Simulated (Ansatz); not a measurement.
# AlNH2 (quintet): wave-function methods side by side, cc-pVDZ

The task here is to estimate one member of a computed series from the others.

Computed with Ansatz 0.2.0, Gaussian basis. Level: cc-pVDZ, core rule «outside noble gas», up to 6 orbitals frozen.

The runs, in order: UHF; CCSD(T) on ROHF; CCSD(T) on UHF; BCCD(T) on ROHF; CISD; CCSDT(Q) on ROHF; CCSDT(Q) on UHF; CCSDTQ on ROHF.

15 further runs of the same task are left out: 12 for a known fault of the program, 3 set aside as unsound or not needed.

## The system

The geometry is a PBE0/def2-TZVP stationary point (not a proven minimum) of the parent state, kept for this charge and spin.

4 atoms, charge 0, spin multiplicity 5.

Atoms are counted from 1 here; the program's logs count them from 0.

Bond lengths: Al1–N2 1.771 Å, N2–H3 1.007 Å, N2–H4 1.007 Å. Angles: Al1–N2–H3 124.1°, Al1–N2–H4 124.1°, H3–N2–H4 111.7°.

Set-up of the first run:

in.yaml

```yaml
crystal:
  periodic: [false, false, false]
  atoms:
    - {symbol: Al, position_ang: [0.000000, 0.000000, 0.686473]}
    - {symbol: N, position_ang: [0.000000, 0.000000, -1.084932]}
    - {symbol: H, position_ang: [0.000000, 0.833405, -1.649784]}
    - {symbol: H, position_ang: [0.000000, -0.833405, -1.649784]}
basis:
  gaussian: {orbitals: cc-pVDZ}
magnetization: {spin_polarized: true, initial_magnetization: 4}
hamiltonian: {xc: hf}
output: {orbitals: {seedname: orbitals}}
```

The run is started by

```console
ansatz run in.yaml --threads 1 --pin off --events-out ev --progress --plain --max-ram 4096MiB --backend cpu
```

Among the steps run: UHF; CCSD(T) on ROHF; CCSD(T) on UHF; BCCD(T) on ROHF; CISD; CCSDT(Q) on ROHF; CCSDT(Q) on UHF; CCSDTQ on ROHF.

One of the session's tables, all rows but one given; the rest of the session is left out.

```
   method  from RCCSDTQ (meV)
     ROHF             +5144.7
      UHF             +5023.8
     RMP2              +739.9
     UMP2              +744.8
     CISD              +332.7
    RCCSD              +111.2
    UCCSD              +109.0
 RCCSD(T)               +19.5
 UCCSD(T)                   ?
  BCCD(T)               +19.7
   RCCSDT                +6.5
   UCCSDT                +5.4
RCCSDT(Q)                +0.2
UCCSDT(Q)                -0.9
  RCCSDTQ                   0
```

**Question.** Estimate the row for UCCSD(T).

As computed: from RCCSDTQ (meV): +18.7. In the column «from RCCSDTQ (meV)» it lies between RCCSDT (+6.5) and RCCSD(T) (+19.5).

Limits of these values: Restricted and unrestricted rows rest on different reference determinants; where their highest levels disagree by more than a few hundredths of an eV, they describe different states and don't form one ladder.
